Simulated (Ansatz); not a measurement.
# BSiH3 (triplet): wave-function methods side by side, cc-pVDZ

The task here is to estimate one member of a computed series from the others.

Computed with Ansatz 0.2.0, Gaussian basis. Level: cc-pVDZ, core rule «outside noble gas», up to 6 orbitals frozen.

Plan: UHF; CCSD(T) on ROHF; CCSD(T) on UHF; BCCD(T) on ROHF; CISD; CCSDT(Q) on ROHF; CCSDT(Q) on UHF; CASSCF and MRCISD+Q, 10 electrons in 11 orbitals; CASSCF and NEVPT2, 10 electrons in 11 orbitals.

4 further runs of the same task are left out: 4 set aside as unsound or not needed.

### What is computed

The geometry is a PBE0/def2-TZVP stationary point (not a proven minimum) of the parent state, kept for this charge and spin.

5 atoms, charge 0, spin multiplicity 3.

Atoms are counted from 1 here; the program's logs count them from 0.

Bond lengths: Si1–B2 1.821 Å, Si1–H3 1.477 Å, Si1–H4 1.477 Å, B2–H5 1.179 Å. Angles: B2–Si1–H3 121.0°, B2–Si1–H4 121.0°, H3–Si1–H4 118.0°, Si1–B2–H5 180.0°.

The first run:

Contents of in.yaml:

```yaml
crystal:
  periodic: [false, false, false]
  atoms:
    - {symbol: Si, position_ang: [0.000000, 0.000000, 0.505242]}
    - {symbol: B, position_ang: [0.000000, 0.000000, -1.316005]}
    - {symbol: H, position_ang: [0.000000, 1.265985, 1.266213]}
    - {symbol: H, position_ang: [0.000000, -1.265985, 1.266213]}
    - {symbol: H, position_ang: [0.000000, 0.000000, -2.495380]}
basis:
  gaussian: {orbitals: cc-pVDZ}
magnetization: {spin_polarized: true, initial_magnetization: 2}
hamiltonian: {xc: hf}
output: {orbitals: {seedname: orbitals}}
```

The run is started by

```sh
$ ansatz run in.yaml --threads 1 --pin off --events-out ev --progress --plain --max-ram 2816MiB --backend cpu
```

Steps of the session up to this table: UHF; CCSD(T) on ROHF; CCSD(T) on UHF; BCCD(T) on ROHF; CISD; CCSDT(Q) on ROHF; CCSDT(Q) on UHF; CASSCF and MRCISD+Q, 10 electrons in 11 orbitals; CASSCF and NEVPT2, 10 electrons in 11 orbitals.

One of the session's tables, all rows but one given; the rest of the session is left out.

It belongs to the step «Misses and costs». 

| method | from UCCSDT(Q) (kJ/mol) |
| --- | --- |
| ROHF | +519.4 |
| UHF | +508.2 |
| RMP2 | +112.6 |
| UMP2 | +113.7 |
| CISD | ? |
| RCCSD | +16.7 |
| UCCSD | +16.4 |
| RCCSD(T) | +3.6 |
| UCCSD(T) | +3.6 |
| BCCD(T) | +3.6 |
| RCCSDT | +0.6 |
| UCCSDT | +0.6 |
| RCCSDT(Q) | +0.1 |
| UCCSDT(Q) | 0 |
| CASSCF valence | +329.2 |
| NEVPT2 valence | +89.6 |
| MRCISD valence | +21.8 |
| MRCISD+Q valence | +2.3 |

Estimate the missing values for CISD.

The run gave: from UCCSDT(Q) (kJ/mol): +49.8. In the column «from UCCSDT(Q) (kJ/mol)» it lies between MRCISD valence (+21.8) and NEVPT2 valence (+89.6).

Caveats from the session: Restricted and unrestricted rows rest on different reference determinants; where their highest levels disagree by more than a few hundredths of an eV, they describe different states and don't form one ladder.
